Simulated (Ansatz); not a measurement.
How far each method lies from full CI for AlGa, singlet

Geometry: a PBE0/def2-TZVP stationary point for this spin.

```xyz
2

Al    0.0000    0.0000    0.0000
Ga    0.0000    0.0000    3.0185
```

Basis cc-pVTZ; Ansatz 0.2.0. Only valence electrons are correlated (noble-gas cores and the filled d shells of p-block atoms frozen), which leaves 6 electrons in 58 orbitals. R marks a restricted (for open shells ROHF) determinant, U an unrestricted one. Active spaces: pair = (2e, 2o) about the gap; valence = (6e, 8o) chosen from the atoms' valence shells. No spin–orbit coupling is included, and no scalar relativity.

Full CI is exact within this basis and frozen core; it isn't the basis-set limit. The frozen core follows each run's orbitals, which can shift R against U totals by a few meV for light atoms and by up to 0.1 eV past Ca.

RHF is unstable: UHF (⟨S²⟩ = 1.10) lies 0.59 eV below the lowest RHF solution. Higher spins weren't run at this geometry and may lie near or lower.

The UHF ⟨S²⟩ is 1.104. The T1 diagnostic (RCCSD) is 0.0171 and the largest doubles amplitude (RCCSD) is 0.102.

```json
{"level": "RHF", "E − E(full CI) (mEh)": "134.17", "share of correlation (%)": "0.00", "wall time": "–"}
{"level": "RMP2", "E − E(full CI) (mEh)": "38.19", "share of correlation (%)": "71.54", "wall time": "–"}
{"level": "CISD", "E − E(full CI) (mEh)": "16.57", "share of correlation (%)": "87.65", "wall time": "3.3 s"}
{"level": "RCCSD", "E − E(full CI) (mEh)": "6.85", "share of correlation (%)": "94.89", "wall time": "–"}
{"level": "RCCSD(T)", "E − E(full CI) (mEh)": "2.08", "share of correlation (%)": "98.45", "wall time": "3.6 s"}
{"level": "BCCD(T)", "E − E(full CI) (mEh)": "2.07", "share of correlation (%)": "98.46", "wall time": "3.9 s"}
{"level": "RCCSDT", "E − E(full CI) (mEh)": "0.79", "share of correlation (%)": "99.41", "wall time": "–"}
{"level": "RCCSDT(Q)", "E − E(full CI) (mEh)": "0.24", "share of correlation (%)": "99.82", "wall time": "13 s"}
{"level": "RCCSDTQ", "E − E(full CI) (mEh)": "0.04", "share of correlation (%)": "99.97", "wall time": "16 s (H100)"}
```

The correlation energy at full CI, counted from RHF, is -3.651 eV. That run took 42 s on 2 threads of AMD EPYC 7R13 with a shared H100 80 GB, shared host over 238,127,936 determinants.

Run but not shown, since their state, orbitals or frozen core can't be matched to the reference's or they repeat it: UHF, UMP2, UCCSD, UCCSD(T), UCCSDT, UCCSDT(Q), CASSCF (pair space), NEVPT2 (pair space), CASSCF (valence space), NEVPT2 (valence space), MRCISD (valence space), MRCISD+Q (valence space).

Times hold each run's SCF and search for its determinant on a shared host, so for small cases they say little of a method's own cost; rows without a card ran on 1 thread of AMD EPYC 7R13.

Unrestricted levels hold only the spin's projection, and here they fall towards a lower state of higher spin.

The full-CI state has the irrep A1 of C2v, in the program's axes (one component, if the state is degenerate).

Natural occupations of full CI about the gap: 1.912 1.877 1.712 0.123 0.123 0.056 0.048 0.048 0.019 0.019; effectively unpaired electrons, Σ n²(2−n)², 0.47.
